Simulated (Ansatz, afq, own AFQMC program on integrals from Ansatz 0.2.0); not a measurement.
AFQMC on a folder of integrals that Ansatz 0.2.0 wrote.

```yaml
crystal:
  periodic: [false, false, false]
  atoms:
    - {symbol: Au, position_ang: [0.000000, 0.000000, 0.000000]}
    - {symbol: Si, position_ang: [0.000000, 0.000000, 5.017000]}
basis:
  gaussian: {orbitals: def2-SVP}
total_charge: 1
magnetization: {spin_polarized: true, initial_magnetization: 2}
correlation: {method: ccsd_t, electrons: outside_noble_gas, hamiltonian_folder: ham}
```

```sh
$ ansatz run in.yaml --threads 1 --pin off --events-out ev --progress --plain --max-ram 1382MiB
```

afq runs on the folder ham with

```
--method phaseless --trial hf --walkers 120 --populations 1 --least-time 40 --time-step 0.005 --steps-per-block 20 --equilibration-blocks 160 --max-blocks 600 --target-error 0.0027 --factor-cut 1e-05 --start spin_pure --seed 9415 --taylor-order 6
```

Times are imaginary, in 1/Eh. The walk had a cap of 2109 s. Core potentials past Kr, no spin–orbit coupling.

Output of the walk:

```
orbitals 41  electrons 8 6  factors 293 of 492
reference energy -423.26463931 Eh
CCSD correlation -0.29007631 Eh in 16 cycles, weight of the determinant in the CISD state 0.8096
energy of the start -423.264784 Eh
 block  time / (1/Eh)  mean weight  energy / Eh
     1     0.100  1.0028  -423.344172
     2     0.200  1.0028  -423.403468
     3     0.300  1.0042  -423.441805
     4     0.400  1.0014  -423.445961
     5     0.500  1.0023  -423.478004
     8     0.800  1.0012  -423.508958
    15     1.500  0.9984  -423.533574
    43     4.300  1.0007  -423.600393
    57     5.700  0.9974  -423.525547
    99     9.900  0.9995  -423.564982
   141    14.100  1.0013  -423.583664
   183    18.300  1.0017  -423.560124
   225    22.500  0.9979  -423.540222
   267    26.700  1.0002  -423.540934
   309    30.900  1.0043  -423.538983
   351    35.100  1.0005  -423.559571
   393    39.300  1.0009  -423.540181
   435    43.500  1.0011  -423.546038
   477    47.700  1.0007  -423.545297
   519    51.900  0.9992  -423.544205
   547    54.700  1.0014  -423.517903
blocks merged  error / Eh  count
     1  0.000993  400
     2  0.001282  200
     4  0.001652  100
     8  0.001969  50
    16  0.002304  25
    32  0.002392  12
energy -423.551340 +/- 0.002304 Eh
(rows thinned)
```

The run passed its tests (sampling time, drift between the halves within three errors, error under three times the target), which doesn't prove that it has relaxed.

Against this walk (error 62.7 meV) on the same determinant: CCSD(T) 222.7 meV lower, a separate phaseless walk with a CISD trial and standard settings 252.8 ± 67.0 meV lower. The error is statistical and leaves out the bias of the constraint. None of these is a sure reference here.

Cautions: constraint bias not in the error; no spin-orbit coupling; outer-core shells of the metal frozen; lower spins were not checked; higher spins were not checked; strong correlation (T1 0.060, weight of the determinant 0.81, largest double 0.11); the CCSD(T) amplitudes may be one of several solutions (largest double 0.11); the bias of populations of 120 walkers isn't removed.

The walk took 2.9 min on 1 thread of Intel(R) Xeon(R) 6975P-C (Granite Rapids) (shared host). The log's last line is the phaseless energy.

A walk keeps the symmetry of its determinant, which the program's search chose and which needn't be the lowest solution, so a lower state of the same spin and another symmetry isn't excluded.
